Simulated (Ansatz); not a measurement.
Process, species as SMILES: F[CH]F → F[CH-]F (an electron is taken up)
B3LYP-D3(BJ)/def2-TZVP geometries, fixed; electronic energies without zero-point terms; positive where energy is released.

How fast the adiabatic electron affinity converges with the basis for several methods (Ansatz, a first-principles code): deviation from each method's own reference, in eV. References: B2PLYP 0.580 eV, the value in aug-pcseg-3; MP2 0.644 eV, Hartree-Fock in aug-cc-pVQZ plus the correlation part extrapolated as X^-3 from aug-cc-pVTZ and aug-cc-pVQZ; PBE 0.620 eV, the value in aug-pcseg-3; PBE0 0.391 eV, the value in aug-pcseg-3. All functions are spherical. In correlated methods cores are frozen. Open shells are unrestricted. No added dispersion term, no relativity. 

```tsv
basis	functions	B2PLYP	MP2	PBE	PBE0
def2-SV(P)	44	-0.919	-1.148	-0.984	…
pcseg-1	47	-0.467	-0.650	-0.538	…
aug-pcseg-1	78	0.105	-0.053	0.115	…
jun-cc-pV(T+d)Z	131	0.001	-0.107	0.000	…
cc-pVQZ	195	-0.235	-0.292	-0.313	…
pcseg-3	213	-0.034	-0.109	-0.061	…
aug-cc-pVQZ	286	0.014	-0.031	-0.007	…
cc-pV5Z	328	-0.079	-0.116	-0.139	…
```

**Question.** What belongs in the gaps?

**Answer.** 
- def2-SV(P), PBE0: -0.726
- pcseg-1, PBE0: -0.309
- aug-pcseg-1, PBE0: 0.148
- jun-cc-pV(T+d)Z, PBE0: 0.015
- cc-pVQZ, PBE0: -0.218
- pcseg-3, PBE0: -0.031
- aug-cc-pVQZ, PBE0: 0.003
- cc-pV5Z, PBE0: -0.086
